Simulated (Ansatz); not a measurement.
```yaml
crystal:
  periodic: [false, false, false]
  atoms:
    - {symbol: B, position_ang: [0.000000, 0.000000, 0.000000]}
    - {symbol: Br, position_ang: [0.000000, 0.000000, 1.897200]}
basis:
  gaussian: {orbitals: def2-TZVP}
total_charge: 1
magnetization: {spin_polarized: true, initial_magnetization: 3}
hamiltonian: {xc: pbe0}
relax: {f_tol: 0.004, max_steps: 80}
```

```sh
$ ansatz run in.yaml --threads 1 --pin off --events-out ev --progress --plain --max-ram 2176MiB
```

Steps of the relaxation (energy above the last step; positions in Å, forces in eV/Å):

```
2
step 1, 75.5 meV
B     0.000    0.000    0.000    0.000    0.000   -1.580
Br    0.000    0.000    1.897    0.000    0.000    1.580
```

```
2
step 2, 17.4 meV
B     0.000    0.000   -0.026    0.000    0.000   -0.696
Br    0.000    0.000    1.923    0.000    0.000    0.696
```

```
2
step 3, 0.3 meV
B     0.000    0.000   -0.049    0.000    0.000   -0.082
Br    0.000    0.000    1.946    0.000    0.000    0.082
```

```
2
step 4, 0.0 meV
B     0.000    0.000   -0.052    0.000    0.000    0.001
Br    0.000    0.000    1.949    0.000    0.000   -0.001
```

Close pairs at the end: B1–Br2 2.001 Å.

A stationary point of unrestricted PBE0 after 4 steps, with ⟨S²⟩ = 3.755 against 3.75 for a pure state. 20 s on 1 thread of Intel Xeon Platinum 8259CL, shared host.
